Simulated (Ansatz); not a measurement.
# CH₃Cl (singlet): from Hartree-Fock to the top rungs, cc-pVTZ

Aim: climb from Hartree-Fock through coupled cluster and multireference methods for CH₃Cl (singlet) at one geometry and basis, and see what each rung misses.

Computed with Ansatz 0.2.0, Gaussian basis. Level: cc-pVTZ, core rule «outside noble gas», up to 6 orbitals frozen.

The runs, in order: UHF; CCSD(T) on RHF; BCCD(T) on RHF; CCSDT(Q) on RHF; CASSCF and NEVPT2, 14 electrons in 11 orbitals.

## 1. The geometry

The geometry is a PBE0/def2-TZVP stationary point (not a proven minimum).

5 atoms, charge 0, spin multiplicity 1.

Atoms are counted from 1 here; the program's logs count them from 0.

Bond lengths: C1–Cl2 1.773 Å, C1–H3 1.087 Å, C1–H4 1.087 Å, C1–H5 1.087 Å. Angles: Cl2–C1–H3 108.6°, Cl2–C1–H4 108.6°, Cl2–C1–H5 108.6°, H3–C1–H4 110.3°, H3–C1–H5 110.3°, H4–C1–H5 110.3°.

## 2. UHF

Input file in.yaml:

```yaml
crystal:
  periodic: [false, false, false]
  atoms:
    - {symbol: C, position_ang: [-1.224270, -0.011167, 0.003583]}
    - {symbol: Cl, position_ang: [0.548831, 0.005006, -0.001606]}
    - {symbol: H, position_ang: [-1.581362, 1.015979, 0.006355]}
    - {symbol: H, position_ang: [-1.564648, -0.530992, 0.896038]}
    - {symbol: H, position_ang: [-1.569898, -0.528002, -0.888591]}
basis:
  gaussian: {orbitals: cc-pVTZ}
magnetization: {spin_polarized: true, initial_magnetization: 0}
hamiltonian: {xc: hf}
output: {orbitals: {seedname: orbitals}}
```

Started as:

```
$ ansatz run in.yaml --threads 1 --pin off --events-out ev --progress --plain --max-ram 2816MiB --backend cpu
```

Further steps of the session: CCSD(T) on RHF; BCCD(T) on RHF; CCSDT(Q) on RHF; CASSCF and NEVPT2, 14 electrons in 11 orbitals.

Before running them: what should the planned runs give, taken together? Wanted: RCCSDT(Q) from the RHF energy; RMP2 from RCCSDT(Q); RCCSD from RCCSDT(Q); RCCSD(T) from RCCSDT(Q); NEVPT2 valence from RCCSDT(Q); T1 diagnostic; effectively unpaired electrons.

**Answer**, as computed:

| quantity | value |
| --- | --- |
| RCCSDT(Q) from the RHF energy | -11.4146 eV |
| RMP2 from RCCSDT(Q) | +123.2 kJ/mol |
| RCCSD from RCCSDT(Q) | +43.1 kJ/mol |
| RCCSD(T) from RCCSDT(Q) | +3.3 kJ/mol |
| NEVPT2 valence from RCCSDT(Q) | +197.1 kJ/mol |
| levels within 1 kcal/mol (43 meV) | RCCSD(T), BCCD(T), RCCSDT |
| T1 diagnostic | 0.008 |
| effectively unpaired electrons | 0.02 |

RCCSD(T) misses by +3.3 kJ/mol, 0.3 % of the correlation energy. One determinant dominates. These misses are within one basis, not against nature.
